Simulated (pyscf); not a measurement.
Optimised with ωB97X-D3(BJ)/def2-SVP in PySCF.

Task: Estimate the classical barrier height and the reaction energy of H₃C–N(CH₃)–Zr(OH)(OH)–OH + H₂ → HO–ZrH(OH)–OH + H₃C–NH–CH₃ at ωB97M-D3(BJ)/def2-TZVP. The step runs on the singlet surface, breaks N–Zr, H–H and forms H–Zr, H–N; take the separated reactants as zero.

Result: ΔE‡ = 99.4 kJ/mol, ΔE = +66.1 kJ/mol. Zero-point energy shifts the barrier by +8.8 kJ/mol. It is a four-centre exchange, with an imaginary mode of 1220i cm⁻¹. On the product side the descent ends in an adduct with a N–Zr contact, 104.7 kJ/mol under the separated species and 117.9 kJ/mol under the saddle at ωB97X-D3(BJ)/def2-TZVP. What is counted as broken (N–Zr) persists as a longer contact in the product adduct; parting that adduct is a step of its own. At the saddle there is also a short H–Zr contact that neither side keeps. H₃C–NH–CH₃ lies 32.8 kJ/mol over its isomer H₃C–CH₂–NH₂ (electronic energy, ωB97M-D3(BJ)/def2-TZVP). This is the saddle that the search found; another between the same sides may lie lower. Elements past Kr carry the def2 core potentials, without spin-orbit coupling.
